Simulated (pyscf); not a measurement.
## Four-centre exchange: Cl–SiH(Cl)–Cl (SMILES Cl[SiH](Cl)Cl) + HCl (SMILES Cl) → HCl (SMILES Cl) + Cl–SiH(Cl)–Cl (SMILES Cl[SiH](Cl)Cl)

Gas phase, singlet surface, charge 0. Bonds broken: Cl1–Si2, Cl6–H7. Bonds formed: Cl1–H7, Si2–Cl6. Single points on ωB97X-D3(BJ)/def2-SVP structures (PySCF, gas phase).

Transition state (Å):

```xyz
7

Cl     1.0411     0.0380     0.7922
Si    -1.1281    -0.2456    -0.1114
Cl    -0.7436    -1.9937    -1.0838
Cl    -2.9260     0.4669    -0.8709
H     -1.5461    -0.3877     1.2923
Cl    -0.0454     1.3070    -1.5617
H      0.9689     0.9204    -0.5861
```

One imaginary mode, 634i cm⁻¹; descent along it reached the two sides named.

| bond | change | reactant side (Å) | saddle | product side |
|---|---|---|---|---|
| Cl1–Si2 | breaks | 2.056 | 2.367 | 3.6 |
| Cl6–H7 | breaks | 1.285 | 1.459 | 2.6 |
| Cl1–H7 | forms | 2.567 | 1.638 | 1.285 |
| Si2–Cl6 | forms | 3.9 | 2.385 | 2.055 |

Electronic energies relative to the separated reactants (eV):

| level | barrier | reaction energy | reverse barrier |
|---|---|---|---|
| ωB97X-D3(BJ)/def2-TZVP | 1.60 | 0.00 | 1.60 |
| PBE/def2-TZVP | 1.33 | 0.00 | 1.33 |
| r²SCAN/def2-TZVP | 1.45 | 0.00 | 1.45 |
| B3LYP-D3(BJ)/def2-TZVP | 1.57 | 0.00 | 1.57 |
| PBE0-D3(BJ)/def2-TZVP | 1.45 | 0.00 | 1.45 |
| M06-2X/def2-TZVP | 1.66 | 0.00 | 1.66 |
| ωB97M-D3(BJ)/def2-TZVP | 1.67 | 0.00 | 1.67 |
| HF/def2-TZVP | 2.66 | 0.00 | 2.66 |

With ωB97M-D3(BJ)/def2-TZVP energies and thermal terms (ideal gas, 1 atm, RRHO with modes under 100 cm⁻¹ raised to 100, one conformer, R ln 2 for chiral ones without a mode under 150 cm⁻¹), in eV:

```json
[
 {"T (K)": "298", "ΔH‡": "1.61", "ΔG‡": "2.04", "ΔH": "0.00", "ΔG": "0.00"},
 {"T (K)": "600", "ΔH‡": "1.61", "ΔG‡": "2.48", "ΔH": "0.00", "ΔG": "0.00"},
 {"T (K)": "900", "ΔH‡": "1.63", "ΔG‡": "2.91", "ΔH": "0.00", "ΔG": "0.00"},
 {"T (K)": "1200", "ΔH‡": "1.66", "ΔG‡": "3.33", "ΔH": "0.00", "ΔG": "0.00"}
]
```

One saddle was located; it need not be the lowest between these sides.
